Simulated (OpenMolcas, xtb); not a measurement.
SiNH4S (SMILES N[SiH2][S]): the dipole moment, rung by rung

SiNH4S has 7 atoms, charge 0, and is taken as a doublet. SMILES: `N[SiH2][S]`. Geometry: relaxed at PBE0-D4/def2-TZVP. This is one conformer, not always the lowest.

```xyz
7

N    -0.7453    0.0247   -0.7696
Si    0.6517   -0.0080    0.2395
S    -0.1042   -0.1843    2.2150
H    -1.3424    0.8376   -0.7534
H    -1.2897   -0.8173   -0.8802
H     1.4065    1.2535    0.0448
H     1.4846   -1.1742   -0.1418
```

Quantity: the dipole moment, in D. The values are calculated.

```tsv
level	kind	program	value (D)	CPU time
GFN2-xTB	semi-empirical	xtb	2.80	under 2 s
GFN0-xTB	semi-empirical	xtb	2.33	under 2 s
GFN1-xTB	semi-empirical	xtb	3.26	under 2 s
UHF/STO-3G	Hartree–Fock	OpenMolcas	0.15	4 s
UHF/3-21G	Hartree–Fock	OpenMolcas	1.62	5.8 s
UHF/def2-SVP	Hartree–Fock	OpenMolcas	1.11	18 s
USVWN5/STO-3G	LDA	OpenMolcas	0.22	24 s
USVWN5/def2-SVP	LDA	OpenMolcas	6.81	35 s
USVWN5/def2-TZVP	LDA	OpenMolcas	6.29	1.7 min
UPBEsol/MINI (RICD fitting)	GGA	OpenMolcas	8.02	5.9 s
```

The values span 0.15 to 8.02 D. Magnitudes only: a small dipole may point the other way at some levels. Sets without polarisation functions give poor dipoles. Times are those of the runs behind each value, whatever else they computed, on shared processors of several kinds: orders of magnitude only.
